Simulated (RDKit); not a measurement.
# C2H4FNO (SMILES N/C(O)=C\F): levels of theory compared

We compute a comparison of 3 runs (MMFF94, UFF, extended Hückel) of C2H4FNO. The job is set up through a Python script.

The results are computed with RDKit 2026.09.1.

2 further runs of the same task are left out: 2 set aside as unsound or not needed.

## Step 1: Starting point

C2H4FNO: 9 atoms, total charge 0, spin state singlet. As SMILES, `N/C(O)=C\F`. The coordinates come from a GFN2-xTB relaxation. This is one conformer, not always the lowest.

Bond lengths: N1–C2 1.391 Å, C2–O3 1.361 Å, C2–C4 1.333 Å, C4–F5 1.362 Å, N1–H6 1.010 Å, N1–H7 1.012 Å, O3–H8 0.965 Å, C4–H9 1.072 Å. Angles: N1–C2–O3 116.0°, N1–C2–C4 124.4°, O3–C2–C4 119.5°, C2–C4–F5 119.9°, C2–N1–H6 112.7°, C2–N1–H7 114.7°, C2–O3–H8 108.7°, C2–C4–H9 126.0°, F5–C4–H9 114.1°, H6–N1–H7 112.0°.

## Step 2: The energy at MMFF94 (run 1)

Input file mol.xyz:

```xyz
9

N      1.159580    -0.022770     0.368270
C     -0.090820    -0.096770    -0.236600
O     -0.102140    -0.494730    -1.537580
C     -1.245240     0.131380     0.389800
F     -1.242290     0.594670     1.670810
H      1.116920     0.350150     1.306040
H      1.872670     0.430630    -0.187900
H      0.756120    -0.881460    -1.750080
H     -2.224800    -0.011110    -0.022760
```

Input file run.py:

```python
import json
import numpy as np
from rdkit import Chem
from rdkit.Chem import AllChem
from rdkit.Chem import rdDetermineBonds

mol = Chem.MolFromXYZFile("mol.xyz")
rdDetermineBonds.DetermineBonds(mol, charge=0)
print("perceived SMILES:", Chem.MolToSmiles(Chem.RemoveHs(mol)))
symbols = [a.GetSymbol() for a in mol.GetAtoms()]
start = mol.GetConformer().GetPositions().copy()

props = AllChem.MMFFGetMoleculeProperties(mol, mmffVariant="MMFF94")
ff = AllChem.MMFFGetMoleculeForceField(mol, props)
e = ff.CalcEnergy()
g = np.array(ff.CalcGrad()).reshape(-1, 3)
print(f"MMFF94 energy {e:.5f} kcal/mol, gradient norm {np.linalg.norm(g):.4f} kcal/mol/angstrom")
print("atom  type  charge   gradient")
for i, a in enumerate(symbols):
    print(f"{a:<2}{i + 1:<3} {props.GetMMFFAtomType(i):4d} {props.GetMMFFPartialCharge(i):8.4f}  " + " ".join(f"{c:9.4f}" for c in g[i]))
names = ["Bond", "Angle", "StretchBend", "Oop", "Torsion", "VdW", "Ele"]
terms = []
for name in names:
    for other in names:
        getattr(props, f"SetMMFF{other}Term")(other == name)
    terms.append(AllChem.MMFFGetMoleculeForceField(mol, props).CalcEnergy())
    print(f"{name:<12} {terms[-1]:11.5f} kcal/mol")
json.dump(dict(symbols=symbols, start=start.tolist(), energy=e, gradient=g.tolist(), charges_other=[props.GetMMFFPartialCharge(i) for i in range(len(symbols))], atom_types=[str(props.GetMMFFAtomType(i)) for i in range(len(symbols))], energy_term_names=names, energy_terms=terms), open("results.json", "w"))
```

Started as:

```sh
$ python run.py
```

Standard output:

```text
perceived SMILES: N/C(O)=C\F
MMFF94 energy -32.08827 kcal/mol, gradient norm 49.4817 kcal/mol/angstrom
atom  type  charge   gradient
N 1     40  -0.9000    15.5210   11.3764   18.8000
C 2      2   0.1767   -21.2174    1.7076  -12.3547
O 3      6  -0.5267     8.6764   -1.2900    7.7126
C 4      2  -0.0005   -13.4479   -5.4925  -14.6389
F 5     11  -0.1495     7.5799    7.5769   11.4555
H 6     28   0.4000     3.0705   -6.1959   -7.2626
H 7     28   0.4000     1.3569   -3.8149    3.9195
H 8     29   0.4500    -8.0034    1.2260   -6.6779
H 9      5   0.1500     6.4640   -5.0936   -0.9535
Bond             0.44325 kcal/mol
Angle            1.83987 kcal/mol
StretchBend      0.02627 kcal/mol
Oop             -0.90090 kcal/mol
Torsion          3.49840 kcal/mol
VdW              0.98535 kcal/mol
Ele            -37.98051 kcal/mol
```

It took 0.16 s on 1 thread of Intel Xeon Platinum 8488C (Sapphire Rapids), shared host.

## Step 3: The energy at UFF (run 2)

Input file mol.sdf:

```

     RDKit          3D

  9  8  0  0  0  0  0  0  0  0999 V2000
    1.1596   -0.0228    0.3683 N   0  0  0  0  0  0  0  0  0  0  0  0
   -0.0908   -0.0968   -0.2366 C   0  0  0  0  0  0  0  0  0  0  0  0
   -0.1021   -0.4947   -1.5376 O   0  0  0  0  0  0  0  0  0  0  0  0
   -1.2452    0.1314    0.3898 C   0  0  0  0  0  0  0  0  0  0  0  0
   -1.2423    0.5947    1.6708 F   0  0  0  0  0  0  0  0  0  0  0  0
    1.1169    0.3502    1.3060 H   0  0  0  0  0  0  0  0  0  0  0  0
    1.8727    0.4306   -0.1879 H   0  0  0  0  0  0  0  0  0  0  0  0
    0.7561   -0.8815   -1.7501 H   0  0  0  0  0  0  0  0  0  0  0  0
   -2.2248   -0.0111   -0.0228 H   0  0  0  0  0  0  0  0  0  0  0  0
  2  1  1  0
  3  2  1  0
  4  2  2  0
  5  4  1  0
  6  1  1  0
  7  1  1  0
  8  3  1  0
  9  4  1  0
M  END
$$$$
```

Input file run.py:

```python
import json
import numpy as np
from rdkit import Chem
from rdkit.Chem import AllChem

mol = Chem.MolFromMolFile("mol.sdf", removeHs=False)
symbols = [a.GetSymbol() for a in mol.GetAtoms()]
start = mol.GetConformer().GetPositions().copy()

ff = AllChem.UFFGetMoleculeForceField(mol)
e = ff.CalcEnergy()
g = np.array(ff.CalcGrad()).reshape(-1, 3)
print(f"UFF energy {e:.5f} kcal/mol, gradient norm {np.linalg.norm(g):.4f} kcal/mol/angstrom")
json.dump(dict(symbols=symbols, start=start.tolist(), energy=e, gradient=g.tolist()), open("results.json", "w"))
```

Started as:

```sh
$ python run.py
```

Standard output:

```text
UFF energy 21.29342 kcal/mol, gradient norm 136.0972 kcal/mol/angstrom
```

Run time: 0.18 s. Hardware: 1 thread of Intel Xeon Platinum 8488C (Sapphire Rapids), shared host.

## Step 4: Energy and one-electron properties at extended Hückel (run 3)

mol.xyz is that of step 2.

Input file ff.py:

```python
# eht eht with RDKit
import json
import numpy as np
from rdkit import Chem
from rdkit.Chem import AllChem
from rdkit.Chem import rdDetermineBonds
from rdkit.Chem import rdEHTTools

mol = Chem.MolFromXYZFile("mol.xyz")
symbols = [a.GetSymbol() for a in mol.GetAtoms()]
start = mol.GetConformer().GetPositions().copy()

ok, res = rdEHTTools.RunMol(mol, keepOverlapAndHamiltonianMatrices=True)
if not ok:
    raise RuntimeError("the extended Hueckel run failed")
eps = np.array(res.GetOrbitalEnergies())
nel = res.numElectrons
homo = (nel + 1) // 2 - 1
print(f"{res.numOrbitals} orbitals, {nel} valence electrons, sum of one-electron energies {res.totalEnergy:.4f} eV")
for i in range(max(0, homo - 3), min(len(eps), homo + 6)):
    print(f"{i + 1:4d} {eps[i]:10.4f} eV", "(HOMO)" if i == homo else "(LUMO)" if i == homo + 1 else "")
q = np.array(res.GetAtomicCharges())
print("Mulliken charges:", " ".join(f"{a}{i + 1}={c:+.3f}" for i, (a, c) in enumerate(zip(symbols, q))))
op = res.GetReducedOverlapPopulationMatrix()
pairs = [(k, i, op[i * (i + 1) // 2 + k]) for i in range(len(symbols)) for k in range(i) if abs(op[i * (i + 1) // 2 + k]) > 0.1]
print("reduced overlap populations above 0.1")
for k, i, p in pairs:
    print(f"  {symbols[k]}{k + 1}-{symbols[i]}{i + 1} {p:7.3f}")
json.dump(dict(symbols=symbols, start=start.tolist(), energy=res.totalEnergy * 23.060548, homo=eps[homo], lumo=eps[homo + 1] if homo + 1 < len(eps) else None, orbital_energies=eps.round(4).tolist(), charges_mulliken=q.tolist(), bond_orders=[[k + 1, i + 1, round(p, 4)] for k, i, p in pairs], nel=nel), open("results.json", "w"))
```

Started as:

```sh
$ python ff.py
```

Standard output:

```text
!!! Warning !!! Distance between atoms 8 and 3 (0.965053 A) is suspicious.
24 orbitals, 30 valence electrons, sum of one-electron energies -611.3816 eV
  12   -14.9832 eV
  13   -14.5191 eV
  14   -13.6999 eV
  15   -11.7637 eV (HOMO)
  16    -6.6694 eV (LUMO)
  17     0.0398 eV
  18     3.1380 eV
  19     4.6111 eV
  20    10.0036 eV
Mulliken charges: N1=-0.559 C2=+0.680 O3=-0.755 C4=+0.277 F5=-0.573 H6=+0.231 H7=+0.231 H8=+0.420 H9=+0.047
reduced overlap populations above 0.1
  N1-C2   0.801
  C2-O3   0.647
  C2-C4   1.289
  C4-F5   0.460
  N1-H6   0.728
  N1-H7   0.720
  O3-H8   0.613
  C4-H9   0.802
```

Run time: 0.18 s. Hardware: 1 thread of Intel Xeon Platinum 8488C (Sapphire Rapids), shared host.

Atomic charges (e):

```csv
atom,Mulliken
N1,-0.559
C2,+0.680
O3,-0.755
C4,+0.277
F5,-0.573
H6,+0.231
H7,+0.231
H8,+0.420
H9,+0.047
```

## Step 5: All runs side by side

```csv
run,level,task,energy (Eh),largest force (eV/Å),wall time
1,MMFF94,energy,-0.051136,1.167,0.16 s
2,UFF,energy,0.033933,2.982,0.18 s
3,extended Hückel,properties,-22.467859,–,0.18 s
```

## Step 6: Outcome

| quantity | value |
| --- | --- |
| run 3: sum of orbital energies | -22.46786 Eh |
| run 3: HOMO energy | -11.76 eV |
| run 3: LUMO energy | -6.67 eV |
| run 3: HOMO–LUMO gap | 5.09 eV |

**Reading.** Force-field and semi-empirical energies have zeros of their own, so their totals don't compare. All runs together took 0.52 s, the longest 0.18 s.
